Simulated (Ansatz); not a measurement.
```yaml
crystal:
  periodic: [false, false, false]
  atoms:
    - {symbol: N, position_ang: [-0.713588, 0.003786, -0.646674]}
    - {symbol: Si, position_ang: [-0.432426, 1.402134, -1.605403]}
    - {symbol: Si, position_ang: [0.274377, -0.546487, 0.685237]}
    - {symbol: H, position_ang: [-1.526092, -0.553569, -0.872471]}
    - {symbol: H, position_ang: [0.839671, 1.787570, -0.830814]}
    - {symbol: H, position_ang: [0.325400, 0.477909, 1.757298]}
    - {symbol: H, position_ang: [1.655823, -0.835443, 0.227706]}
    - {symbol: H, position_ang: [-0.330865, -1.793000, 1.229220]}
basis:
  gaussian: {orbitals: cc-pVDZ}
total_charge: 4
hamiltonian: {xc: {name: wB97X-V}}
output: {forces: true}
```

```sh
$ ansatz run in.yaml --threads 2 --pin off --events-out ev --progress --plain --max-ram 4352MiB
```

Output, abridged:

```
Functional definition: wB97X-V
719 factors; integrals over basis functions are off by at most 9.7e-4 eV
256 factors; integrals over basis functions are off by at most 9.0e-6 eV
mean field evaluation 1: about -17205.0326 eV, gradient 1.3e2 eV
mean field evaluation 2: about -17117.5356 eV, gradient 1.6e2 eV
mean field evaluation 4: about -17246.3092 eV, gradient 8.6e0 eV
mean field evaluation 8: about -17246.7210 eV, gradient 5.3e-1 eV
mean field evaluation 16: about -17246.8376 eV, gradient 4.3e-2 eV
mean field -17246.83760027 eV, -633.8095914837 hartree, gradient 6.1e-5 eV, S^2 0.000000; 0 other end points of the search recorded, 0 dependent functions left out
reference -17246.83759846 eV, -633.8095914171 hartree; 18, 18 occupied and 57, 57 virtual orbitals, 719 factors
Total energy: -17246.83759846 eV, -633.8095914171 hartree
Atom 0 at    -0.713588     0.003786    -0.646674 Å, force    -0.589870    -0.081494    -0.626480 eV/Å
Atom 1 at    -0.432426     1.402134    -1.605403 Å, force     1.286551     1.265465    -0.752840 eV/Å
Atom 2 at     0.274377    -0.546487     0.685237 Å, force    -1.458313    -4.379228    -1.071928 eV/Å
Atom 3 at    -1.526092    -0.553569    -0.872471 Å, force    -2.278453    -1.594083     0.160445 eV/Å
Atom 4 at     0.839671     1.787570    -0.830814 Å, force     0.786964     2.107362    -0.996669 eV/Å
Atom 5 at     0.325400     0.477909     1.757298 Å, force     0.575333     2.306391     3.105841 eV/Å
Atom 6 at     1.655823    -0.835443     0.227706 Å, force     3.229043     1.252103    -0.934744 eV/Å
Atom 7 at    -0.330865    -1.793000     1.229220 Å, force    -1.551255    -0.876516     1.116375 eV/Å
Dipole moment:     0.101856     0.653136    -0.289326 e Å
```

**Question.** What is wrong with this run?

**Answer.** The charge is far from anything that the molecule holds. The run converged. The result belongs to that input, not to the molecule as meant.
